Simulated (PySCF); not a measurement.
A made-up structure of CH$_{2}$OSi, singlet:

```json
{"atom": "C1", "x (Å)": "-0.6723", "y (Å)": "-0.2688", "z (Å)": "0.9413"}
{"atom": "Si2", "x (Å)": "0.4381", "y (Å)": "0.2333", "z (Å)": "-0.3594"}
{"atom": "O3", "x (Å)": "0.9603", "y (Å)": "-0.9685", "z (Å)": "-1.1492"}
{"atom": "H4", "x (Å)": "-1.7302", "y (Å)": "-0.5243", "z (Å)": "0.8596"}
{"atom": "H5", "x (Å)": "-0.3196", "y (Å)": "-0.3748", "z (Å)": "1.9353"}
```

It is relaxed with PBE-D4/def2-SVP and then PBE0-D4/def2-TZVP (PySCF 2.14 with density fitting (its default auxiliary sets; JK sets also for MP2 and CCSD(T))). Atoms count as bonded within 1.22 times the sum of their covalent radii (H–H: 0.88 Å). The end point is not checked to be a true minimum.

Task: Does its bonding change? (Judge from chemistry; the calculation decides.)

Result: Computed: No: no bond forms or breaks.

Where it ends: The first stage lowers the energy by 1.46 eV in 21 steps. It ends as CH₂OSi ([CH2][Si][O]):
C1  (-0.726, -0.190, 0.977)
Si2  (0.287, -0.678, -0.269)
O3  (1.198, -1.115, -1.390)
H4  (-1.785, -0.061, 0.795)
H5  (-0.322, -0.006, 1.963)
(Å)

Labels in which every atom is bracketed show which atoms are joined, not bond orders.

For scale, one of the runs: PBE0-D4/def2-TZVP relaxation, 111 basis functions, launched by `OMP_NUM_THREADS=2 python run.py`. The run took 81 s on 2 CPU threads of a Oxide Virtual Turin-like (shared host), with 1.1 GiB of host memory at its peak.
